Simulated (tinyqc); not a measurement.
Inside a calculation. Method: UHF in the sto-3g basis, for BH, spin multiplicity 3. This run ends on a higher stationary point, not on the lowest solution. Computed by tinyqc, a small Python program that keeps every step (integrals from PySCF). Settings: charge = 0, multiplicity = 3, basis = sto-3g, energy threshold = 1e-09, iteration cap = 54, orthogonalisation = symmetric, start = Wolfsberg-Helmholz matrix, DIIS depth = 6, method = UHF. Command: `OMP_NUM_THREADS=1 python tinyqc.py 29410 29411 out.jsonl` (the two numbers bound the seeds that draw the settings). One thread of a shared host (Intel(R) Xeon(R) Processor @ 2.60GHz), about 0.1 s of CPU time with the checks.

Geometry (angstrom):
```
atom       x       y       z
B     0.0000  0.0000  0.0000
H     0.0000  0.0000  2.4240
```

Stop when the energy changes by less than 1e-09 hartree and every element of the error matrix X^T (F D S - S D F) X (for each spin) is below 9e-06.

Course of the cycle:
```
iteration  E (hartree)     change  largest element of the error matrix
1           -23.527460          -                             1.65e-01
2           -24.009137  -4.82e-01                             1.04e-01
3           -24.323981  -3.15e-01                             2.01e-01
4           -24.292889   3.11e-02                             2.02e-01
5           -24.538407  -2.46e-01                             5.24e-02
6           -24.542027  -3.62e-03                             3.00e-02
7           -24.543972  -1.95e-03                             1.53e-02
8           -24.544989  -1.02e-03                             1.29e-03
9           -24.544994  -4.50e-06                             5.23e-04
10          -24.544995  -7.96e-07                             1.30e-04
11          -24.544995  -6.93e-08                             4.72e-07
12          -24.544995  -8.38e-13                             6.24e-08
```

Can the last value be used, and what does the course show?

No, though the log alone does not show it. Converged in 12 iterations. But the solution lies 0.07194 hartree above the reference: it is another stationary point, not the lowest one. Reruns (cap 100 unless said): DIIS 8: converged in 12 to a higher stationary point; damping 0.5: converged in 37 to a higher stationary point; level shift 0.5: converged in 37 to a higher stationary point; atomic densities as start, DIIS 8: converged in 11. PySCF UHF in the same basis, after a stability check = -24.616932 hartree.
